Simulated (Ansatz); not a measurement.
CH4N2S can be A, `NC(N)=S`, or B, `N=C(N)S`.

Computed with Ansatz on PBE0-D4/def2-TZVP structures; ΔE is electronic, products minus reactants. CBS: MP2 limit from def2 TZ/QZ plus the TZ coupled-cluster correction, frozen cores. Functionals use def2-TZVPP. B3LYP here is the variant with VWN-RPA as its local correlation; programs differ in this. Each species was taken in one conformer, which may not be the lowest.

A:

Z-matrix (Å, degrees):
```
N
C 1 1.355
H 1 1.005 2 115.6
H 1 1.007 2 120.3 3 149.9
N 2 1.355 1 114.9 3 -171.3
S 2 1.656 1 122.5 3 8.7
H 5 1.005 2 115.6 1 -171.3
H 5 1.007 2 120.3 1 -21.4
```

B:

Z-matrix (Å, degrees):
```
C
N 1 1.371
S 1 1.786 2 114.7
N 1 1.265 2 121.8 3 179.8
H 2 1.006 1 116.8 3 35.4
H 2 1.009 1 112.9 3 171.8
H 3 1.343 1 96.8 2 28.6
H 4 1.014 1 112.3 2 -172.1
```

(1) Which isomer does CCSD(T)/CBS put lower? Give the gap. (Best estimate.)

(2) Give E(B) − E(A) in kJ/mol with MP2/def2-TZVPP, r2SCAN-D4, CCSD/def2-TZVPP, CCSD(T)/def2-TZVPP, B2PLYP, B3LYP-D4, B3LYP. (Estimate.)

(3) Does the order hold for the free energy at 298.15 K (harmonic terms from PBE0-D4)? (Estimate.)

Largest T1 diagnostic: 0.016.

## Answers

(1) The calculation gave: A, by 53.6 kJ/mol.

(2) Computed: MP2/def2-TZVPP 55.0, r2SCAN-D4 59.1, CCSD/def2-TZVPP 51.3, CCSD(T)/def2-TZVPP 49.6, B2PLYP 57.0, B3LYP-D4 57.3, B3LYP 57.8. None reverses the order clearly.

(3) Ansatz gave: Yes: G(B) − G(A) = +42.8 kJ/mol, for one conformer each.

In def2-TZVPP, CCSD(T) changes the Hartree–Fock value by −15.1 kJ/mol (the triples alone add −1.6 kJ/mol) and MP2 by −9.8 kJ/mol. At CCSD(T), def2-SVP lies −5.1 kJ/mol from the extrapolated value and def2-TZVPP −4.0 kJ/mol.
